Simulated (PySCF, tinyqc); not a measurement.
Worked calculation (part 2 of 2): RHF in the sto-6g basis, for CH2, spin multiplicity 1. The lowest restricted solution is unstable here: a spin-polarised one lies 0.0184 hartree lower (PySCF). Computed by tinyqc, a small Python program that keeps every step (integrals from PySCF). Command: `OMP_NUM_THREADS=1 python tinyqc.py 27197 27198 out.jsonl` (the two numbers bound the seeds that draw the settings). One thread of a shared host (Intel(R) Xeon(R) Processor @ 2.60GHz), about 0.1 s of CPU time with the checks.

Geometry (angstrom):
```
atom        x         y        z
C     0.00000   0.00000  0.00000
H     0.00000   1.16100  0.86100
H     0.00000  -1.15800  0.85800
```

## Convergence

Stop when the energy changes by less than 1e-10 hartree and every element of the error matrix X^T (F D S - S D F) X is below 3e-06.

Course of the cycle:
```
iteration  E (hartree)     change  largest element of the error matrix
1          -12.2303688          -                             2.20e-01
2          -37.3302823  -2.51e+01                             5.53e-01
3          -37.5448858  -2.15e-01                             5.11e-01
4          -37.4614482   8.34e-02                             5.39e-01
5          -37.4748991  -1.35e-02                             5.38e-01
6          -37.2960791   1.79e-01                             5.80e-01
7          -37.3269412  -3.09e-02                             5.79e-01
8          -37.6660111  -3.39e-01                             5.97e-01
9          -37.8444710  -1.78e-01                             5.82e-01
10         -38.5218998  -6.77e-01                             3.70e-01
11         -38.5860943  -6.42e-02                             2.87e-01
12         -38.6392209  -5.31e-02                             1.12e-01
13         -38.6464625  -7.24e-03                             4.28e-02
14         -38.6489675  -2.50e-03                             4.27e-03
15         -38.6489906  -2.31e-05                             3.36e-04
16         -38.6489910  -3.91e-07                             4.23e-05
17         -38.6489910  -3.48e-09                             4.55e-06
18         -38.6489910  -7.09e-11                             4.97e-07
```

PySCF RHF in the same basis = -38.6489910 hartree

Converged in 18 iterations.

## Populations, bond orders and dipole

D after iteration 18, lower triangle:
```
           1C 1s     1C 2s   1C 2px    1C 2py   1C 2pz     2H 1s    3H 1s
1C 1s    2.11082
1C 2s   -0.45333   1.88747
1C 2px   0.00000   0.00000  0.00000
1C 2py  -0.00021   0.00131  0.00000   0.57923
1C 2pz   0.12619  -0.60570  0.00000  -0.00037  1.06943
2H 1s   -0.03432   0.03021  0.00000   0.51914  0.52586   0.79356
3H 1s   -0.03445   0.02966  0.00000  -0.51899  0.52490  -0.13747  0.79207
```

overlap S, lower triangle:
```
          1C 1s    1C 2s   1C 2px    1C 2py   1C 2pz    2H 1s    3H 1s
1C 1s   1.00000
1C 2s   0.24323  1.00000
1C 2px  0.00000  0.00000  1.00000
1C 2py  0.00000  0.00000  0.00000   1.00000
1C 2pz  0.00000  0.00000  0.00000   0.00000  1.00000
2H 1s   0.02862  0.31013  0.00000   0.26738  0.19829  1.00000
3H 1s   0.02890  0.31197  0.00000  -0.26876  0.19913  0.07105  1.00000
```

Mulliken: Z minus the diagonal of D S on the atom; Loewdin: the same with S^(1/2) D S^(1/2); Mayer order: 2 sum_s sum (D(s) S)_ij (D(s) S)_ji over the two atoms.

Charges (e):
```
atom  Mulliken   Loewdin
1C     0.06983   0.08708
2H    -0.03526  -0.04383
3H    -0.03457  -0.04325
```

Mayer bond orders:
```
pair    order
2-1   0.98719
3-1   0.98724
3-2   0.01157
```

dipole moment about the origin, x y z (debye): 0.00000  -0.00609  1.06409
